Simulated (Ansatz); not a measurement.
# C₆H₆: basis-set convergence

Aim: see how fast density functionals converge with the basis set for C₆H₆.

Method: one geometry, several basis sets; program: Ansatz 0.2.0, Gaussian basis.

Levels to be run: PBE0-D4/def2-SVP; ωB97M-V/def2-SVP; PBE0-D4/def2-QZVPP; ωB97M-V/def2-QZVPP; the functionals' def2-TZVPP values are taken from earlier runs.

**1. The relaxed structure**

All runs share one geometry, relaxed beforehand with PBE0-D4 in a triple-zeta def2 set.

SMILES `C12C3C1C1C2C31`, 12 atoms, charge 0, spin multiplicity 1.

Atoms are counted from 1 here; the program's logs count them from 0.

Bond lengths: C1–C2 1.512 Å, C1–C3 1.512 Å, C1–C5 1.547 Å, C1–H7 1.081 Å, C2–C3 1.512 Å, C2–C6 1.547 Å, C2–H8 1.081 Å, C3–C4 1.547 Å, C3–H9 1.081 Å, C4–C5 1.512 Å, C4–C6 1.512 Å, C4–H10 1.081 Å, C5–C6 1.512 Å, C5–H11 1.081 Å, C6–H12 1.081 Å. Angles: C2–C1–C3 60.0°, C2–C1–C5 90.0°, C2–C1–H7 129.4°, C3–C1–C5 90.0°, C3–C1–H7 129.4°, C5–C1–H7 132.8°, C1–C2–C3 60.0°, C1–C2–C6 90.0°, C1–C2–H8 129.4°, C3–C2–C6 90.0°, C3–C2–H8 129.4°, C6–C2–H8 132.8°, C1–C3–C2 60.0°, C1–C3–C4 90.0°, C1–C3–H9 129.4°, C2–C3–C4 90.0°, C2–C3–H9 129.4°, C4–C3–H9 132.8° and more.

**2. PBE0-D4 in def2-SVP**

in.yaml reads:

```yaml
crystal:
  periodic: [false, false, false]
  atoms:
    - {symbol: C, position_ang: [-0.834175, -0.779334, -0.228605]}
    - {symbol: C, position_ang: [0.569451, -0.663472, -0.777682]}
    - {symbol: C, position_ang: [0.352103, -0.870247, 0.703897]}
    - {symbol: C, position_ang: [0.306636, 0.662584, 0.911165]}
    - {symbol: C, position_ang: [-0.879613, 0.753510, -0.021375]}
    - {symbol: C, position_ang: [0.524030, 0.869359, -0.570406]}
    - {symbol: H, position_ang: [-1.597188, -1.514530, -0.443157]}
    - {symbol: H, position_ang: [1.082095, -1.293386, -1.491221]}
    - {symbol: H, position_ang: [0.667226, -1.688075, 1.336816]}
    - {symbol: H, position_ang: [0.578547, 1.300057, 1.740878]}
    - {symbol: H, position_ang: [-1.685764, 1.473607, -0.039136]}
    - {symbol: H, position_ang: [0.993551, 1.694727, -1.087175]}
basis:
  gaussian: {orbitals: def2-SVP}
hamiltonian: {xc: pbe0, dispersion: d4}
output: {orbitals: {seedname: orbitals}}
```

The runs that follow: ωB97M-V in def2-SVP; PBE0-D4 in def2-QZVPP; ωB97M-V in def2-QZVPP.

Before running them: what should the planned runs give, taken together? Wanted: PBE0-D4: double and triple zeta above quadruple; ωB97M-V: double and triple zeta above quadruple.

As calculated:

```
                                       quantity          value
PBE0-D4: double and triple zeta above quadruple  6.83, 0.33 eV
ωB97M-V: double and triple zeta above quadruple  7.08, 0.30 eV
```

What this shows: For PBE0-D4 the step from double to triple zeta gains 6.50 eV and the next only 0.33 eV. These are total energies; as a rule much of such shifts cancels in differences, which this series doesn't test. The LUMO of ωB97M-V is positive and keeps falling with the basis (3.95 to 2.24 eV): an unbound level that the basis holds in place.
